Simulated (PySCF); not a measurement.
1-fluoropentane, C₅H₁₁F.
SMILES with atom numbers: `[CH3:1][CH2:2][CH2:3][CH2:4][CH2:5][F:6]` (hydrogens: H7, H8, H9 on C1; H10, H11 on C2; H12, H13 on C3; H14, H15 on C4; H16, H17 on C5)

The same species was optimised twice, with GFN2-xTB and with PBE0-D3(BJ)/def2-SVP (PySCF), and the same property calculations (PySCF, gas phase) were run on both structures.

```json
{"coordinate": "C4–C5 (Å)", "GFN2-xTB": "1.522", "PBE0-D3(BJ)/def2-SVP": "1.510", "change": "-0.012"}
{"coordinate": "C3–C4 (Å)", "GFN2-xTB": "1.528", "PBE0-D3(BJ)/def2-SVP": "1.522", "change": "-0.006"}
{"coordinate": "C2–C3 (Å)", "GFN2-xTB": "1.526", "PBE0-D3(BJ)/def2-SVP": "1.522", "change": "-0.004"}
{"coordinate": "C1–C2 (Å)", "GFN2-xTB": "1.524", "PBE0-D3(BJ)/def2-SVP": "1.520", "change": "-0.004"}
{"coordinate": "C5–F6 (Å)", "GFN2-xTB": "1.376", "PBE0-D3(BJ)/def2-SVP": "1.376", "change": "0.000"}
{"coordinate": "C3–C4–C5 (°)", "GFN2-xTB": "111.9", "PBE0-D3(BJ)/def2-SVP": "113.6", "change": "+1.7"}
{"coordinate": "C1–C2–C3 (°)", "GFN2-xTB": "111.8", "PBE0-D3(BJ)/def2-SVP": "113.3", "change": "+1.5"}
{"coordinate": "C2–C3–C4 (°)", "GFN2-xTB": "112.1", "PBE0-D3(BJ)/def2-SVP": "113.6", "change": "+1.5"}
{"coordinate": "C4–C5–F6 (°)", "GFN2-xTB": "110.5", "PBE0-D3(BJ)/def2-SVP": "110.5", "change": "0.0"}
{"coordinate": "C1–C2–C3–C4 (°)", "GFN2-xTB": "-179", "PBE0-D3(BJ)/def2-SVP": "180", "change": "-1"}
{"coordinate": "C2–C3–C4–C5 (°)", "GFN2-xTB": "-176", "PBE0-D3(BJ)/def2-SVP": "-179", "change": "-3"}
{"coordinate": "C3–C4–C5–F6 (°)", "GFN2-xTB": "66", "PBE0-D3(BJ)/def2-SVP": "60", "change": "-6"}
```

Rotational constants: A = 9274, B = 1356, C = 1268 MHz (GFN2-xTB) against A = 9210, B = 1360, C = 1263 MHz (PBE0-D3(BJ)/def2-SVP). Point groups within 0.08 Å: C1 and C1. Atoms that the bonding makes alike are paired by their places after alignment.

On the GFN2-xTB structure: isotropic polarisability (au) 63.5 [CAM-B3LYP/def2-SVPD]; HOMO (eV) -10.33 [CAM-B3LYP/def2-SVPD]; LUMO (eV) 1.43 [CAM-B3LYP/def2-SVPD]; dipole (D) 1.89 [CAM-B3LYP/def2-SVPD]; HOMO (eV) -8.83 [PBE0/pcSseg-1]; LUMO (eV) 1.55 [PBE0/pcSseg-1]; dipole (D) 1.79 [PBE0/pcSseg-1]; GIAO shielding of C1 (ppm) 169.6 [PBE0/pcSseg-1]; GIAO shielding of C2 (ppm) 158.5 [PBE0/pcSseg-1]; GIAO shielding of C3 (ppm) 153.1 [PBE0/pcSseg-1]; GIAO shielding of C4 (ppm) 150.0 [PBE0/pcSseg-1]; GIAO shielding of C5 (ppm) 99.8 [PBE0/pcSseg-1]; GIAO shielding of F6 (ppm) 422.3 [PBE0/pcSseg-1].

Q: What do these properties become on the PBE0-D3(BJ)/def2-SVP structure?

A: 
```json
{"property": "isotropic polarisability (au)", "level": "CAM-B3LYP/def2-SVPD", "on GFN2-xTB": "63.5", "on PBE0-D3(BJ)/def2-SVP": "64.5", "change": "+1.0"}
{"property": "HOMO (eV)", "level": "CAM-B3LYP/def2-SVPD", "on GFN2-xTB": "-10.33", "on PBE0-D3(BJ)/def2-SVP": "-10.46", "change": "-0.13"}
{"property": "LUMO (eV)", "level": "CAM-B3LYP/def2-SVPD", "on GFN2-xTB": "1.43", "on PBE0-D3(BJ)/def2-SVP": "1.41", "change": "-0.02"}
{"property": "dipole (D)", "level": "CAM-B3LYP/def2-SVPD", "on GFN2-xTB": "1.89", "on PBE0-D3(BJ)/def2-SVP": "1.87", "change": "-0.02"}
{"property": "energy, GFN2-xTB geometry as zero (kcal/mol)", "level": "CAM-B3LYP/def2-SVPD", "on GFN2-xTB": "0.0", "on PBE0-D3(BJ)/def2-SVP": "-0.6", "change": "-0.6"}
{"property": "HOMO (eV)", "level": "PBE0/pcSseg-1", "on GFN2-xTB": "-8.83", "on PBE0-D3(BJ)/def2-SVP": "-8.97", "change": "-0.14"}
{"property": "LUMO (eV)", "level": "PBE0/pcSseg-1", "on GFN2-xTB": "1.55", "on PBE0-D3(BJ)/def2-SVP": "1.52", "change": "-0.03"}
{"property": "dipole (D)", "level": "PBE0/pcSseg-1", "on GFN2-xTB": "1.79", "on PBE0-D3(BJ)/def2-SVP": "1.78", "change": "-0.01"}
{"property": "energy, GFN2-xTB geometry as zero (kcal/mol)", "level": "PBE0/pcSseg-1", "on GFN2-xTB": "0.0", "on PBE0-D3(BJ)/def2-SVP": "-0.6", "change": "-0.6"}
{"property": "GIAO shielding of C1 (ppm)", "level": "PBE0/pcSseg-1", "on GFN2-xTB": "169.6", "on PBE0-D3(BJ)/def2-SVP": "167.8", "change": "-1.8"}
{"property": "GIAO shielding of C2 (ppm)", "level": "PBE0/pcSseg-1", "on GFN2-xTB": "158.5", "on PBE0-D3(BJ)/def2-SVP": "157.5", "change": "-1.0"}
{"property": "GIAO shielding of C3 (ppm)", "level": "PBE0/pcSseg-1", "on GFN2-xTB": "153.1", "on PBE0-D3(BJ)/def2-SVP": "153.1", "change": "0.0"}
{"property": "GIAO shielding of C4 (ppm)", "level": "PBE0/pcSseg-1", "on GFN2-xTB": "150.0", "on PBE0-D3(BJ)/def2-SVP": "149.4", "change": "-0.6"}
{"property": "GIAO shielding of C5 (ppm)", "level": "PBE0/pcSseg-1", "on GFN2-xTB": "99.8", "on PBE0-D3(BJ)/def2-SVP": "100.1", "change": "+0.3"}
{"property": "GIAO shielding of F6 (ppm)", "level": "PBE0/pcSseg-1", "on GFN2-xTB": "422.3", "on PBE0-D3(BJ)/def2-SVP": "420.7", "change": "-1.6"}
```

The heavy atoms differ by 0.034 Å rms after alignment (one structure mirrored). Among bonds between heavy atoms C4–C5 changes most (-0.012 Å). Changes are differences of the printed values. Neither structure is proved a minimum here.

Conformer computed: `[CH3:1][CH2:2][CH2:3][CH2:4][CH2:5][F:6]`: C1–C2–C3–C4 180°, C2–C3–C4–C5 -179°, C3–C4–C5–F6 60°.
